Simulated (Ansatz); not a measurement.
A calculation with Ansatz (development build ahead of 0.2.0).

```yaml
crystal:
  periodic: [false, false, false]
  atoms:
    - { symbol: "N", position_ang: [0.0, 0.0, -0.53437] }
    - { symbol: H, position_ang: [0.0, 0.0, 0.53437] }
basis:
  gaussian: { orbitals: def2-SVP }
total_charge: -1
magnetization:
  initial_magnetization: 1
hamiltonian:
  xc: hf
correlation:
  method: mp2
  frozen_orbitals: { H: 0, "N": 1 }
```

The input is written out in the form of the current development build from the run's settings. Correlation on restricted open-shell orbitals is semicanonical, with singles.

The run gave:

```json
{
 "Converged": "yes",
 "Reference energy": "-54.81219 hartree",
 "Correlation energy": "-0.14210 hartree",
 "Total energy": "-54.95429 hartree",
 "Spin squared of the determinant": "0.750",
 "Stability test": "minimum among restricted orbitals",
 "Occupied orbitals by symmetry in an Abelian subgroup (alpha; beta)": "3 A1 1 B1 1 B2; 3 A1 1 B1"
}
```

Messages of the program:
```
mean field -1491.51579851 eV, -54.8121946097 hartree, gradient 2.1e-6 eV, S^2 0.750000; 2 other ends of a descent, 0 dependent functions left out
```

Caution: no diffuse functions for an anion.
